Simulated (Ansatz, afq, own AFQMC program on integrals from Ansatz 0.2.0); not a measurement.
Two steps: Ansatz 0.2.0 writes the Fock matrix and Cholesky factors of the valence space, and afq projects on them the lowest state that overlaps trial and start.

```yaml
crystal:
  periodic: [false, false, false]
  atoms:
    - {symbol: Si, position_ang: [-0.118950, 0.000000, 0.833634]}
    - {symbol: N, position_ang: [0.165944, 0.000000, -1.565510]}
    - {symbol: H, position_ang: [0.550853, -1.226824, 1.359318]}
    - {symbol: H, position_ang: [0.550853, 1.226824, 1.359318]}
    - {symbol: H, position_ang: [-0.046639, -0.830073, -2.096170]}
    - {symbol: H, position_ang: [-0.046639, 0.830073, -2.096170]}
basis:
  gaussian: {orbitals: 6-31G}
magnetization: {spin_polarized: true, initial_magnetization: 1}
correlation: {method: ccsd_t, electrons: outside_noble_gas, hamiltonian_folder: ham}
```

```sh
$ ansatz run in.yaml --threads 1 --pin off --events-out ev --progress --plain --max-ram 1382MiB
```

Options of the walk:

```
--method phaseless --trial hf --walkers 140 --populations 1 --least-time 40 --time-step 0.005 --steps-per-block 20 --equilibration-blocks 160 --max-blocks 600 --target-error 0.00258 --factor-cut 1e-05 --start spin_pure --seed 2279 --taylor-order 6
```

Times are imaginary, in 1/Eh. The walk had a cap of 512 s.

Log:

```
orbitals 24  electrons 7 6  factors 161 of 400
reference energy -345.52452537 Eh
CCSD correlation -0.18872448 Eh in 18 cycles, weight of the determinant in the CISD state 0.7773
energy of the start -345.526008 Eh
 block  time / (1/Eh)  mean weight  energy / Eh
     1     0.100  0.9994  -345.565662
     2     0.200  1.0000  -345.593455
     3     0.300  0.9990  -345.602596
     4     0.400  1.0013  -345.622804
     5     0.500  1.0006  -345.634340
     8     0.800  1.0000  -345.656871
    15     1.500  0.9995  -345.683269
    57     5.700  0.9993  -345.712824
    71     7.100  1.0016  -345.675217
    99     9.900  1.0004  -345.725331
   141    14.100  0.9999  -345.699576
   183    18.300  1.0002  -345.693430
   225    22.500  1.0010  -345.702321
   267    26.700  1.0012  -345.781127
   309    30.900  1.0002  -345.733020
   351    35.100  1.0011  -345.706447
   393    39.300  1.0002  -345.713536
   435    43.500  1.0006  -345.741141
   477    47.700  1.0007  -345.721846
   519    51.900  0.9971  -345.713124
   547    54.700  1.0013  -345.710652
blocks merged  error / Eh  count
     1  0.000879  400
     2  0.001147  200
     4  0.001406  100
     8  0.001640  50
    16  0.002018  25
    32  0.002376  12
energy -345.717900 +/- 0.002018 Eh
(rows thinned)
```

The run passed its tests (sampling time, drift between the halves within three errors, error under three times the target), which doesn't prove that it has relaxed.

Against this walk (error 54.9 meV) on the same determinant: CCSD(T) 11.0 meV higher (within the noise), CCSDT(Q) 63.2 meV lower (within the noise), a separate phaseless walk with a CISD trial and standard settings 37.4 ± 58.0 meV lower (within the noise). The error is statistical and leaves out the bias of the constraint. The determinant has ⟨S²⟩ = 0.95, so the low cluster orders mix in higher spin (the high orders can go on to a lower state of that spin), while the walk starts as a pure doublet. None of these is a sure reference here.

Cautions: constraint bias not in the error; higher spins were not checked; strong correlation (T1 0.070, weight of the determinant 0.78, largest double 0.10); unrestricted determinant spin contaminated (⟨S²⟩ 0.95 against 0.75).

The walk took 2.2 min on 1 thread of Arm Neoverse V1 (shared host). The log's last line is the phaseless energy.

CCSDT and higher add their correlation energy to the determinant of the CCSD(T) run, since their own runs factorise the integrals more tightly (a shift of under 2 meV). A walk keeps the symmetry of its determinant, which the program's search chose and which needn't be the lowest solution, so a lower state of the same spin and another symmetry isn't excluded.
